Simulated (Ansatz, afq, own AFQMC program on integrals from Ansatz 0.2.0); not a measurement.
## SiH3, doublet in def2-TZVP, levels against CCSDT(Q)

```xyz
4

Si   -0.6544   -0.3594   -0.4101
H    -1.8415   -0.6143    0.4602
H    -0.2790   -1.5780   -1.1886
H    -0.8809    0.8118   -1.3094
```

Basis def2-TZVP. Only valence electrons are correlated. AFQMC by an in-house program on the Cholesky factors that Ansatz 0.2.0 writes for its CCSD(T) run. The CISD trial takes its coefficients from CCSD amplitudes. Released means that phaseless walkers are propagated on without the constraint, phases kept. Error bars are statistical, one sigma.

Determinant: UHF, the one that the program's search chose, which needn't be the lowest solution. The geometry is a PBE0/def2-SVP stationary point of this or a neighbouring charge and spin state.

No full CI on the walks' own integrals is used here; CCSDT(Q) serves as the reference and is uncertain by about the last step of the cluster series.

* T1 diagnostic: 0.0153
* weight of the determinant in the CISD state: 0.923
* ⟨S²⟩ of the determinant: 0.755
* size of the correlated space: 7 electrons in 50 orbitals

```
  level  correlation energy (eV)
    MP2                  -2.9166
   CCSD                  -3.6661
CCSD(T)                  -3.7540
```

(1) Estimate where AFQMC with the constraint released lies against CCSD(T) on the same integrals.

(1) 2.3 ± 0.1 kJ/mol below CCSD(T).

Reference: CCSDT(Q), correlation energy -3.777 eV. The released energy is read at 1.50 1/Eh (meV from the phaseless value at times in 1/Eh: -1.8 ± 1.2 at 0.24, 0.0 ± 2.5 at 0.50, -3.1 ± 0.8 at 1.00, -3.0 ± 1.1 at 1.50).

| level | E − E(reference) (kJ/mol) | share of correlation (%) |
| --- | --- | --- |
| CCSD(T) | 2.3 | 99.38 |
| CCSDT | 0.2 | 99.95 |
| ph-AFQMC/CISD | 0.2 ± 0.1 | 99.94 |
| released AFQMC | -0.1 ± 0.1 | 100.02 |

Released energies are given only where the last usable release times agree within the noise; a slower fall can still hide under it.
